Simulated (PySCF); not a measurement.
2-butynal (CC#CC=O, C$_{4}$H$_{4}$O)

Cartesian coordinates in Å; atom numbers follow the order of the lines, from 1:
```xyz
9

C    -1.818   -0.131   -0.085
C    -0.383   -0.108   -0.250
C     0.815   -0.106   -0.384
C     2.241   -0.034   -0.555
O     2.980   -0.984   -0.517
H    -2.090    0.256    0.901
H    -2.208   -1.147   -0.173
H    -2.304    0.496   -0.836
H     2.628    0.989   -0.729
```

Level of theory: TDDFT CAM-B3LYP/aug-cc-pVTZ excited states, vertical, gas phase (PySCF 2.14.0). Geometry: PBE0-D3(BJ)/def2-TZVP.

(1) Give the one- and two-photon strengths of the lowest singlets.

## Answers

(1) δ for parallel linear polarisation; σ at the peak of a Lorentzian of half width 0.1 eV, single beam; Ω is circular over linear.
| state | E (eV) | f | photon λ (nm) | δ (au) | σ (GM) | Ω | main |
| --- | --- | --- | --- | --- | --- | --- | --- |
| S1 | 3.95 | 0.000 | 627 | 0.11 | 0.00 | 1.50 | HOMO→LUMO 0.95 |
| S2 | 4.79 | 0.000 | 518 | <0.1 | 0.00 | – | HOMO−1→LUMO 0.96 |
| S3 | 5.70 | 0.164 | 435 | 107 | 1.28 | 0.64 | HOMO−2→LUMO 0.81, HOMO−1→LUMO+8 0.09 |
| S4 | 6.88 | 0.002 | 361 | 0.16 | 0.00 | 1.48 | HOMO−2→LUMO+8 0.50, HOMO−2→LUMO+6 0.12 |
| S5 | 7.07 | 0.008 | 351 | 67.2 | 1.23 | 1.03 | HOMO→LUMO+2 0.42, HOMO→LUMO+1 0.24 |
| S6 | 7.09 | 0.013 | 350 | 8.44 | 0.15 | 1.06 | HOMO−1→LUMO+1 0.79 |
